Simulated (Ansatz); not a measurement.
# CHAlN (quartet): wB97M-V, B2PLYP, RPA-PBE over vertical spin and charge gaps and displaced geometries, cc-pVDZ, part 2 of 2

Ansatz 0.2.0, Gaussian basis; cc-pVDZ, all electrons in the functionals, frozen cores in the correlation of double hybrids and RPA. The steps go on from the part before.

## Step 14: B2PLYP, displaced geometry v1

The input, in.yaml:

```yaml
crystal:
  periodic: [false, false, false]
  atoms:
    - {symbol: Al, position_ang: [-0.009227, -0.116833, 1.136721]}
    - {symbol: N, position_ang: [-0.010060, 0.076779, -0.680564]}
    - {symbol: C, position_ang: [0.037904, 0.065788, -1.915321]}
    - {symbol: H, position_ang: [-0.064873, 1.276608, 1.851609]}
basis:
  gaussian: {orbitals: cc-pVDZ}
magnetization: {spin_polarized: true, initial_magnetization: 3}
hamiltonian: {xc: {name: B2PLYP}}
correlation: {electrons: outside_noble_gas}
```

Started as:

```sh
$ ansatz run in.yaml --threads 1 --pin off --events-out ev --progress --plain --max-ram 2393MiB
```

Log, shortened:

```text
Functional definition: B2PLYP
  name "B2PLYP"
  cite "Grimme, J. Chem. Phys. 124, 034108 (2006) doi:10.1063/1.2148954"
  cite "Becke, Phys. Rev. A 38, 3098 (1988) doi:10.1103/PhysRevA.38.3098"
  cite "Lee, Yang & Parr, Phys. Rev. B 37, 785 (1988) doi:10.1103/PhysRevB.37.785"
[...]
497 factors; integrals over basis functions are off by at most 9.5e-4 eV
[...]
mean field -9125.37303873 eV, -335.3512737733 hartree, gradient 7.3e-6 eV, S^2 3.841193; 2 other end points of the search recorded, 0 dependent functions left out
7 core orbitals not correlated: weight in the atoms' cores, before any rotation towards them, 1.000 or more for the frozen orbitals, at most 0.000 for the correlated occupied ones
reference -9125.37317112 eV, -335.3512786387 hartree; 8, 5 occupied and 36, 39 virtual orbitals, 497 factors
second order -10.23047824 eV of doubles, -0.00000000 eV of singles
Total energy: -9128.13540025 eV, -335.4527886868 hartree
```

Wall time 3 s (1 thread of Arm Neoverse V1, shared host).

From the report: ⟨S²⟩ of the determinant 3.841 (pure quartet: 3.75).

From charge 0, quartet: +0.5 kcal/mol.

## Step 15: B2PLYP, displaced geometry v2

The input, in.yaml:

```yaml
crystal:
  periodic: [false, false, false]
  atoms:
    - {symbol: Al, position_ang: [0.062483, -0.107129, 1.117255]}
    - {symbol: N, position_ang: [-0.102391, 0.111000, -0.677284]}
    - {symbol: C, position_ang: [-0.025771, 0.008275, -1.877608]}
    - {symbol: H, position_ang: [0.057338, 1.226639, 1.877734]}
basis:
  gaussian: {orbitals: cc-pVDZ}
magnetization: {spin_polarized: true, initial_magnetization: 3}
hamiltonian: {xc: {name: B2PLYP}}
correlation: {electrons: outside_noble_gas}
```

The command is unchanged.

Log, shortened:

```text
Functional definition: B2PLYP
  name "B2PLYP"
  cite "Grimme, J. Chem. Phys. 124, 034108 (2006) doi:10.1063/1.2148954"
  cite "Becke, Phys. Rev. A 38, 3098 (1988) doi:10.1103/PhysRevA.38.3098"
  cite "Lee, Yang & Parr, Phys. Rev. B 37, 785 (1988) doi:10.1103/PhysRevB.37.785"
[...]
495 factors; integrals over basis functions are off by at most 1.0e-3 eV
[...]
mean field -9125.38345527 eV, -335.3516565742 hartree, gradient 5.2e-6 eV, S^2 3.829467; 2 other end points of the search recorded, 0 dependent functions left out
7 core orbitals not correlated: weight in the atoms' cores, before any rotation towards them, 1.000 or more for the frozen orbitals, at most 0.000 for the correlated occupied ones
reference -9125.38358790 eV, -335.3516614481 hartree; 8, 5 occupied and 36, 39 virtual orbitals, 495 factors
second order -10.13655604 eV of doubles, -0.00000000 eV of singles
Total energy: -9128.12045803 eV, -335.4522395703 hartree
```

It took 2.9 s on 1 thread of Arm Neoverse V1, shared host.

From the report: ⟨S²⟩ of the determinant 3.829 (pure quartet: 3.75).

From charge 0, quartet: +0.8 kcal/mol.

## Step 16: RPA-PBE, charge 0, quartet

The input, in.yaml:

```yaml
crystal:
  periodic: [false, false, false]
  atoms:
    - {symbol: Al, position_ang: [0.000000, -0.111786, 1.121424]}
    - {symbol: N, position_ang: [0.000000, 0.097969, -0.684708]}
    - {symbol: C, position_ang: [0.000000, 0.027668, -1.876852]}
    - {symbol: H, position_ang: [0.000000, 1.301302, 1.860276]}
basis:
  gaussian: {orbitals: cc-pVDZ}
magnetization: {spin_polarized: true, initial_magnetization: 3}
hamiltonian: {xc: {name: PBE}}
correlation: {method: rpa, electrons: outside_noble_gas}
```

Same command.

Log, shortened:

```text
Functional definition: PBE
  name "PBE"
  cite "Perdew, Burke & Ernzerhof, Phys. Rev. Lett. 77, 3865 (1996) doi:10.1103/PhysRevLett.77.3865"
  parent pbe
[...]
495 factors; integrals over basis functions are off by at most 1.0e-3 eV
[...]
mean field -9127.43596994 eV, -335.4270850970 hartree, gradient 7.8e-7 eV, S^2 3.768241; 10 other end points of the search recorded, 0 dependent functions left out
7 core orbitals not correlated: weight in the atoms' cores, before any rotation towards them, 1.000 or more for the frozen orbitals, at most 0.000 for the correlated occupied ones
reference -9104.44009414 eV, -334.5820022485 hartree; 8, 5 occupied and 36, 39 virtual orbitals, 495 factors
Total energy: -9119.05192892 eV, -335.1189772724 hartree
```

It took 9 s on 1 thread of Arm Neoverse V1, shared host.

From the report: ⟨S²⟩ of the determinant 3.768 (pure quartet: 3.75).

## Step 17: RPA-PBE, charge 0, doublet

Changes to in.yaml since step 16:

```diff
@@ -9,3 +9,3 @@
   gaussian: {orbitals: cc-pVDZ}
-magnetization: {spin_polarized: true, initial_magnetization: 3}
+magnetization: {spin_polarized: true, initial_magnetization: 1}
 hamiltonian: {xc: {name: PBE}}
```

Launched as before.

Log, shortened:

```text
Functional definition: PBE
  name "PBE"
  cite "Perdew, Burke & Ernzerhof, Phys. Rev. Lett. 77, 3865 (1996) doi:10.1103/PhysRevLett.77.3865"
  parent pbe
[...]
495 factors; integrals over basis functions are off by at most 1.0e-3 eV
[...]
mean field -9131.48840869 eV, -335.5760094743 hartree, gradient 1.3e-6 eV, S^2 0.751888; 2 other end points of the search recorded, 0 dependent functions left out
7 core orbitals not correlated: weight in the atoms' cores, before any rotation towards them, 1.000 or more for the frozen orbitals, at most 0.000 for the correlated occupied ones
reference -9109.62955300 eV, -334.7727113439 hartree; 7, 6 occupied and 37, 38 virtual orbitals, 495 factors
Total energy: -9123.56682385 eV, -335.2848966009 hartree
```

It took 2.6 s on 1 thread of Arm Neoverse V1, shared host.

From the report: ⟨S²⟩ of the determinant 0.752 (pure doublet: 0.75).

From charge 0, quartet: -104.1 kcal/mol.

## Step 18: RPA-PBE, charge 0, sextet

Changes to in.yaml since step 17:

```diff
@@ -9,3 +9,3 @@
   gaussian: {orbitals: cc-pVDZ}
-magnetization: {spin_polarized: true, initial_magnetization: 1}
+magnetization: {spin_polarized: true, initial_magnetization: 5}
 hamiltonian: {xc: {name: PBE}}
```

Launched as before.

Log, shortened:

```text
Functional definition: PBE
  name "PBE"
  cite "Perdew, Burke & Ernzerhof, Phys. Rev. Lett. 77, 3865 (1996) doi:10.1103/PhysRevLett.77.3865"
  parent pbe
[...]
495 factors; integrals over basis functions are off by at most 1.0e-3 eV
[...]
mean field -9121.54002565 eV, -335.2104131407 hartree, gradient 1.8e-6 eV, S^2 8.761465; 13 other end points of the search recorded, 0 dependent functions left out
7 core orbitals not correlated: weight in the atoms' cores, before any rotation towards them, 1.000 or more for the frozen orbitals, at most 0.000 for the correlated occupied ones
reference -9099.97166107 eV, -334.4177903620 hartree; 9, 4 occupied and 35, 40 virtual orbitals, 495 factors
Total energy: -9113.15396012 eV, -334.9022309167 hartree
```

It took 12 s on 1 thread of Arm Neoverse V1, shared host.

From the report: ⟨S²⟩ of the determinant 8.761 (pure sextet: 8.75).

From charge 0, quartet: +136.0 kcal/mol.

## Step 19: RPA-PBE, charge 1, triplet

Changes to in.yaml since step 18:

```diff
@@ -9,3 +9,4 @@
   gaussian: {orbitals: cc-pVDZ}
-magnetization: {spin_polarized: true, initial_magnetization: 5}
+total_charge: 1
+magnetization: {spin_polarized: true, initial_magnetization: 2}
 hamiltonian: {xc: {name: PBE}}
```

The command is unchanged.

Log, shortened:

```text
Functional definition: PBE
  name "PBE"
  cite "Perdew, Burke & Ernzerhof, Phys. Rev. Lett. 77, 3865 (1996) doi:10.1103/PhysRevLett.77.3865"
  parent pbe
[...]
495 factors; integrals over basis functions are off by at most 1.0e-3 eV
[...]
mean field -9120.91652607 eV, -335.1874999540 hartree, gradient 2.1e-6 eV, S^2 2.013097; 5 other end points of the search recorded, 0 dependent functions left out
7 core orbitals not correlated: weight in the atoms' cores, before any rotation towards them, 1.000 or more for the frozen orbitals, at most 0.000 for the correlated occupied ones
reference -9098.58749055 eV, -334.3669230337 hartree; 7, 5 occupied and 37, 39 virtual orbitals, 495 factors
Total energy: -9112.87512160 eV, -334.8919837902 hartree
```

It took 6.5 s on 1 thread of Arm Neoverse V1, shared host.

From the report: ⟨S²⟩ of the determinant 2.013 (pure triplet: 2.00).

From charge 0, quartet: +142.4 kcal/mol.

## Step 20: RPA-PBE, charge 1, quintet

Changes to in.yaml since step 19:

```diff
@@ -10,3 +10,3 @@
 total_charge: 1
-magnetization: {spin_polarized: true, initial_magnetization: 2}
+magnetization: {spin_polarized: true, initial_magnetization: 4}
 hamiltonian: {xc: {name: PBE}}
```

Launched as before.

Log, shortened:

```text
Functional definition: PBE
  name "PBE"
  cite "Perdew, Burke & Ernzerhof, Phys. Rev. Lett. 77, 3865 (1996) doi:10.1103/PhysRevLett.77.3865"
  parent pbe
[...]
495 factors; integrals over basis functions are off by at most 1.0e-3 eV
[...]
mean field -9115.78358874 eV, -334.9988679861 hartree, gradient 3.9e-6 eV, S^2 6.030248; 12 other end points of the search recorded, 0 dependent functions left out
7 core orbitals not correlated: weight in the atoms' cores, before any rotation towards them, 1.000 or more for the frozen orbitals, at most 0.000 for the correlated occupied ones
reference -9094.86532188 eV, -334.2301358581 hartree; 8, 4 occupied and 36, 40 virtual orbitals, 495 factors
Total energy: -9107.38068387 eV, -334.6900669277 hartree
```

Wall time 12 s (1 thread of Arm Neoverse V1, shared host).

From the report: ⟨S²⟩ of the determinant 6.030 (pure quintet: 6.00).

From charge 0, quartet: +269.1 kcal/mol.

## Step 21: RPA-PBE, displaced geometry v1

The input, in.yaml:

```yaml
crystal:
  periodic: [false, false, false]
  atoms:
    - {symbol: Al, position_ang: [-0.009227, -0.116833, 1.136721]}
    - {symbol: N, position_ang: [-0.010060, 0.076779, -0.680564]}
    - {symbol: C, position_ang: [0.037904, 0.065788, -1.915321]}
    - {symbol: H, position_ang: [-0.064873, 1.276608, 1.851609]}
basis:
  gaussian: {orbitals: cc-pVDZ}
magnetization: {spin_polarized: true, initial_magnetization: 3}
hamiltonian: {xc: {name: PBE}}
correlation: {method: rpa, electrons: outside_noble_gas}
```

Launched as before.

Log, shortened:

```text
Functional definition: PBE
  name "PBE"
  cite "Perdew, Burke & Ernzerhof, Phys. Rev. Lett. 77, 3865 (1996) doi:10.1103/PhysRevLett.77.3865"
  parent pbe
[...]
497 factors; integrals over basis functions are off by at most 9.5e-4 eV
[...]
mean field -9127.41374353 eV, -335.4262682916 hartree, gradient 1.1e-6 eV, S^2 3.772653; 6 other end points of the search recorded, 0 dependent functions left out
7 core orbitals not correlated: weight in the atoms' cores, before any rotation towards them, 1.000 or more for the frozen orbitals, at most 0.000 for the correlated occupied ones
reference -9104.43525786 eV, -334.5818245184 hartree; 8, 5 occupied and 36, 39 virtual orbitals, 497 factors
Total energy: -9119.04377028 eV, -335.1186774479 hartree
```

It took 3.7 s on 1 thread of Arm Neoverse V1, shared host.

From the report: ⟨S²⟩ of the determinant 3.773 (pure quartet: 3.75).

From charge 0, quartet: +0.2 kcal/mol.

## Step 22: RPA-PBE, displaced geometry v2

The input, in.yaml:

```yaml
crystal:
  periodic: [false, false, false]
  atoms:
    - {symbol: Al, position_ang: [0.062483, -0.107129, 1.117255]}
    - {symbol: N, position_ang: [-0.102391, 0.111000, -0.677284]}
    - {symbol: C, position_ang: [-0.025771, 0.008275, -1.877608]}
    - {symbol: H, position_ang: [0.057338, 1.226639, 1.877734]}
basis:
  gaussian: {orbitals: cc-pVDZ}
magnetization: {spin_polarized: true, initial_magnetization: 3}
hamiltonian: {xc: {name: PBE}}
correlation: {method: rpa, electrons: outside_noble_gas}
```

Launched as before.

Log, shortened:

```text
Functional definition: PBE
  name "PBE"
  cite "Perdew, Burke & Ernzerhof, Phys. Rev. Lett. 77, 3865 (1996) doi:10.1103/PhysRevLett.77.3865"
  parent pbe
[...]
495 factors; integrals over basis functions are off by at most 1.0e-3 eV
[...]
mean field -9127.37345805 eV, -335.4247878275 hartree, gradient 9.8e-6 eV, S^2 3.771035; 6 other end points of the search recorded, 0 dependent functions left out
7 core orbitals not correlated: weight in the atoms' cores, before any rotation towards them, 1.000 or more for the frozen orbitals, at most 0.000 for the correlated occupied ones
reference -9104.54802747 eV, -334.5859687251 hartree; 8, 5 occupied and 36, 39 virtual orbitals, 495 factors
Total energy: -9118.96532460 eV, -335.1157946225 hartree
```

Wall time 3.6 s (1 thread of Arm Neoverse V1, shared host).

From the report: ⟨S²⟩ of the determinant 3.771 (pure quartet: 3.75).

From charge 0, quartet: +2.0 kcal/mol.

## Step 23: Against the wave-function levels

No level is safe as a reference over these points; UCCSD(T) serves as a yardstick only. It comes from earlier runs at the same points. Energies in kcal/mol, counted from charge 0, quartet; blanks weren't run or aren't comparable.

| level | quartet to doublet | quartet to sextet | ionisation to the triplet cation | ionisation to the quintet cation | displacement v1 | displacement v2 |
| --- | --- | --- | --- | --- | --- | --- |
| UCCSD(T) | -106.4 | 134.5 | 140.5 | 259.0 | -0.2 | 0.8 |
| wB97M-V | -113.4 | 136.3 | 144.1 | 270.5 | 0.7 | 0.8 |
| B2PLYP | -107.6 | 136.8 | 143.5 | 264.9 | 0.5 | 0.8 |
| RPA-PBE | -104.1 | 136.0 | 142.4 | 269.1 | 0.2 | 2.0 |

Largest miss and mean time a point (UCCSD(T) took 16 s a point; shared hosts):

| level | largest miss (kcal/mol) | where | time a point |
| --- | --- | --- | --- |
| wB97M-V | +11.5 | ionisation to the quintet cation | 13 s |
| B2PLYP | +5.9 | ionisation to the quintet cation | 3.5 s |
| RPA-PBE | +10.1 | ionisation to the quintet cation | 7.1 s |

## Step 24: Summary of results

The summary covers parts 1 to 2.

```
                                  quantity                                              value
              quartet to doublet, UCCSD(T)                                    -106.4 kcal/mol
               quartet to sextet, UCCSD(T)                                     134.5 kcal/mol
ionisation to the triplet cation, UCCSD(T)                                     140.5 kcal/mol
ionisation to the quintet cation, UCCSD(T)                                     259.0 kcal/mol
                 displacement v1, UCCSD(T)                                      -0.2 kcal/mol
                 displacement v2, UCCSD(T)                                       0.8 kcal/mol
                     largest miss, wB97M-V  +11.5 kcal/mol (ionisation to the quintet cation)
                      largest miss, B2PLYP   +5.9 kcal/mol (ionisation to the quintet cation)
                     largest miss, RPA-PBE  +10.1 kcal/mol (ionisation to the quintet cation)
```

**Reading.** Of the functionals, B2PLYP keep the smallest largest miss at the points compared (at most 5.9 kcal/mol) and wB97M-V strays most (11.5 kcal/mol, at ionisation to the quintet cation). Functionals and the yardstick converge differently with the basis, so part of each miss in cc-pVDZ is the basis. The yardstick itself may be off where one determinant is a poor start.
